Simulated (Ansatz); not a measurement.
hcp Y was calculated with rVV10 (Ansatz, a quantum-chemistry and plane-wave program, PAW).

Settings: plane-wave cutoff 520 eV, 18×18×10 k mesh (along the axes of the cell as run), Fermi–Dirac smearing 0.05 eV, scalar-relativistic PAW data made under PBE.

Energies at three volumes about the minimum:

```
V (Å³/atom)  E − E_lowest (meV/atom)
-----------  -----------------------
31.956                          1.84
32.608                          0.00
33.261                          1.67
```

Q: Fit a parabola by hand: where is the minimum, and what is the bulk modulus?

A: Slopes: (0.00 − 1.84)/(32.608 − 31.956) = -2.822 and (1.67 − 0.00)/(33.261 − 32.608) = 2.557 meV/Å³. Curvature E″ = 2 × (2.557 − (-2.822))/(33.261 − 31.956) = 8.244 meV/Å⁶. From the middle of the first interval, the slope vanishes at V0 = 32.2820 − (-2.822)/8.244 = 32.624 Å³/atom. B = V0 E″ = 32.624 × 8.244 meV/Å³ × 0.1602 GPa per meV/Å³ = 43.1 GPa. The full Birch–Murnaghan fit to all volumes gives V0 = 32.615 Å³/atom and B0 = 43.1 GPa.

Shape and atoms are relaxed at each volume.

Measured, for comparison: bulk modulus 41.7 GPa (zero-point energy and finite temperature contributions removed, our sources range from 37.3 to 41.7; as tabulated in doi:10.1021/acs.jctc.3c00612). Computed (rounded) less measured: bulk modulus +3 % (+3 % to +16 % over the range).

Note: the bulk modulus comes from volumes at which shape and atoms were relaxed.
